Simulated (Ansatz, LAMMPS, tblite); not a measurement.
How well does each level of theory give the elastic constant C66 of wurtzite GaN?

Reference value: 123 GPa (measured, temperature not stated, no zero-point or thermal correction; as tabulated in Oses et al. (2018), arXiv:1811.08464).

Task: What do Tersoff GaN.tersoff, GFN1-xTB, PBE, PBE-D3(BJ), r²SCAN+rVV10, HSE06, Hartree–Fock give, and how far is each from the reference?

Result: 
```tsv
level (code)	value (GPa)	cell (Å³/atom)	difference (%)
Tersoff GaN.tersoff (LAMMPS)	93.6	11.38	-24
GFN1-xTB (tblite)	58.1	12.90	-53
PBE (Ansatz)	105	11.76	-14.6
PBE-D3(BJ) (Ansatz)	106	11.52	-13.8
r²SCAN+rVV10 (Ansatz)	114	11.30	-7.3
HSE06 (Ansatz)	117	11.37	-4.9
Hartree–Fock (Ansatz)	141	11.40	+14.6
```

The reference's temperature isn't stated, so close values are not ranked against it. Off by more than 25 %, or 35 % on the side where a correction would as a rule narrow the miss (bounds picked here): GFN1-xTB (-53 %).

The measured value isn't corrected to a static lattice, so vibrations enter the comparison.  GFN1-xTB: the method was fitted mainly to molecules. GFN1-xTB: the run uses a supercell at the zone centre in place of a k mesh. PBE-D3(BJ): the dispersion coefficients are held fixed in the derivatives. Each level is taken at its own relaxed cell. Cutoffs and k meshes differ between the levels. Ansatz's density-functional and Hartree–Fock values are scalar-relativistic unless marked +SOC, with PAW data made under PBE.

Empirical potentials (Tersoff GaN.tersoff) are fitted to chosen data: where that held the value shown, agreement is built in, and what lay outside the fit can be far off.

Differences are worked out from the printed values.

Ansatz is a first-principles code.
